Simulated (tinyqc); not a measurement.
Inside a calculation. Method: extended Hueckel theory, for BH3+. The parameters take no account of the charge, which enters only through the electron count. One step of it, computed by the program tinyqc.

Question. Orbitals. Solve H C = S C e through S^(-1/2); fill by pairs from the bottom, a degenerate level sharing its electrons equally; each orbital has its largest coefficient positive (the first on a tie).

H (eV), lower triangle:
```
             1B 2s      1B 2px     1B 2py     1B 2pz       2H 1s       3H 1s       4H 1s
1B 2s   -15.200000
1B 2px    0.000000   -8.500000
1B 2py    0.000000    0.000000  -8.500000
1B 2pz    0.000000    0.000000   0.000000  -8.500000
2H 1s   -12.317162  -10.574915   0.000000   0.337403  -13.600000
3H 1s   -12.324497    5.287620  -9.162245   0.337697   -2.194313  -13.600000
4H 1s   -12.324497    5.287620   9.162245   0.337697   -2.194313   -2.195150  -13.600000
```

overlap S, lower triangle:
```
           1B 2s     1B 2px     1B 2py     1B 2pz     2H 1s     3H 1s     4H 1s
1B 2s   1.000000
1B 2px  0.000000   1.000000
1B 2py  0.000000   0.000000   1.000000
1B 2pz  0.000000   0.000000   0.000000   1.000000
2H 1s   0.487918   0.531337   0.000000  -0.016953  1.000000
3H 1s   0.488208  -0.265677   0.460357  -0.016968  0.092198  1.000000
4H 1s   0.488208  -0.265677  -0.460357  -0.016968  0.092198  0.092233  1.000000
```

valence electrons = 5

Give: orbital energies; occupations; coefficients; sum of one-electron energies.

Answer.

orbital energies (eV): -19.5881  -14.6538  -14.6532  -8.5051  9.9755  10.0058  19.8812

occupations: 2.0000  2.0000  1.0000  0.0000  0.0000  0.0000  0.0000

coefficients:
```
            MO1      MO2      MO3      MO4      MO5      MO6      MO7
1B 2s    0.5308   0.0000   0.0000   0.0322   0.0022   0.0000   1.4973
1B 2px   0.0000   0.0000   0.3987   0.0000   1.3097   0.0000  -0.0024
1B 2py   0.0000   0.3988   0.0000   0.0000   0.0000   1.3103   0.0000
1B 2pz  -0.0004   0.0000   0.0000   0.9993  -0.0001   0.0000  -0.0567
2H 1s    0.2811   0.0000   0.5865  -0.0088  -1.0174   0.0000  -0.7927
3H 1s    0.2813   0.5078  -0.2931  -0.0088   0.5068  -0.8806  -0.7960
4H 1s    0.2813  -0.5078  -0.2931  -0.0088   0.5068   0.8806  -0.7960
```

sum of one-electron energies = -83.1370 eV
